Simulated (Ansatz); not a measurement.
Basis-set extrapolation for C2H6O2S (`CS(C)(=O)=O`) (PBE0-D4/def2-TZVP geometry, frozen core, Ansatz 0.2.0). Multiplicity 1, RHF reference.

|  | def2-TZVPP | def2-QZVPP |
| --- | --- | --- |
| HF | -626.569474 | -626.594397 |
| MP2 correlation | -1.016731 | -1.096569 |
| CCSD(T) correlation | -1.086819 | not run |

Energies in hartree. Use E(X) = E(∞) + A·exp(−7.88·√X) for Hartree–Fock and E(X) = E(∞) + B·X^(−2.97) for correlation, with X = 3 and 4, and add CCSD(T) minus MP2 of the smaller set to the MP2 limit.

Problem. What is the CCSD(T) energy at the basis-set limit?

Solution. HF limit: -626.594397 + (-0.024923) × 0.13774 = -626.59783. MP2 limit: -1.096569 + (-0.079838) × 0.74074 = -1.15571. Higher-order term: -1.086819 − (-1.016731) = -0.07009. Total: -627.82363 hartree, 439.3 kJ/mol below CCSD(T)/def2-TZVPP.
